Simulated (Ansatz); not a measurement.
## [H···H···NH], triplet: reading a ladder of total energies

Geometry: a point of a hydrogen-transfer path between rigid fragments, not a stationary point.

```xyz
4

H    -1.8488    0.0594    0.0000
H    -0.9698    0.0594    0.0000
N     0.1712    0.0594    0.0000
H     0.4402   -0.9448    0.0000
```

Basis cc-pVDZ; Ansatz 0.2.0. Only valence electrons are correlated (noble-gas cores frozen), which leaves 8 electrons in 28 orbitals. Prefix R: restricted or restricted open-shell reference; prefix U: unrestricted.

Full CI is exact within this basis and frozen core; it isn't the basis-set limit. The frozen core follows each run's orbitals, which can shift R against U totals by a few meV.

Runs differ by some tens of microhartree through their thresholds and, for an open shell, their frozen cores, so steps under 0.1 kcal/mol mean nothing.

```json
{"level": "UHF", "total energy (hartree)": "-56.036150"}
{"level": "UMP2", "total energy (hartree)": "-56.186295"}
{"level": "UCCSD", "total energy (hartree)": "-56.211655"}
{"level": "UCCSD(T)", "total energy (hartree)": "-56.214949"}
{"level": "UCCSDT", "total energy (hartree)": "-56.215454"}
{"level": "UCCSDT(Q)", "total energy (hartree)": "-56.215691"}
{"level": "UCCSDTQ", "total energy (hartree)": "-56.215700"}
{"level": "full CI", "total energy (hartree)": "-56.215667"}
```

What is the correlation energy at full CI, and what share of it do UMP2 and UCCSD(T) recover?

E(corr) = -56.215667 − (-56.036150) = -0.179517 hartree = -4.885 eV. UMP2: -0.150145 / -0.179517 = 83.64 %. UCCSD(T): -0.178799 / -0.179517 = 99.60 %.

By how many kcal/mol does UCCSD(T) miss full CI (1 hartree = 627.509 kcal/mol), and which steps make up the rest?

-56.214949 − (-56.215667) = 0.000718 hartree = 0.45 kcal/mol. Steps: UCCSDT − UCCSD(T) = -0.32, UCCSDT(Q) − UCCSDT = -0.15, UCCSDTQ − UCCSDT(Q) = -0.01, full CI − UCCSDTQ = 0.02 kcal/mol. That is within 1 kcal/mol of the reference in this basis, which itself misses far more of the correlation at the basis-set limit.
